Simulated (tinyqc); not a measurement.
Orbital energy against energy difference: ionisation energy by orbital energies and by energy differences in the 6-31g basis, for HF, spin multiplicity 1. Computed by the program tinyqc with PySCF. 

Geometry (angstrom):
```
atom       x       y       z
F     0.0000  0.0000  0.0000
H     0.0000  0.0000  0.8090
```

CCSD(T) difference in the same basis = 15.7354 eV

IP-EOM-CCSD = 15.4341 eV

The cation is unrestricted; errors are against CCSD(T) in this basis, not against experiment.

First vertical ionisation energy (eV):
```
method     -e(HOMO)  E(cation) - E  error of -e(HOMO)  error of the difference
HF          17.4502      14.721448             1.7148                  -1.0140
LDA          8.5668      16.576518            -7.1686                   0.8411
PBE          8.4451      16.165524            -7.2903                   0.4301
B3LYP       10.5349      16.243157            -5.2005                   0.5078
PBE0        10.9894      16.126542            -4.7460                   0.3911
CAM-B3LYP   12.4906      16.235179            -3.2448                   0.4998
LC-wPBE     13.8225      16.295211            -1.9129                   0.5598
```

Koopmans errs by +1.71 eV and Delta-HF by -1.01 eV: relaxation, 2.73 eV, lowers the value and the missing correlation difference works against it. The PBE level is off by -7.3 eV through the wrong tail of its potential, though its energy difference is off by +0.43 eV; exact exchange deepens the level, and among the orbital energies HF comes closest; among the differences PBE0 does.
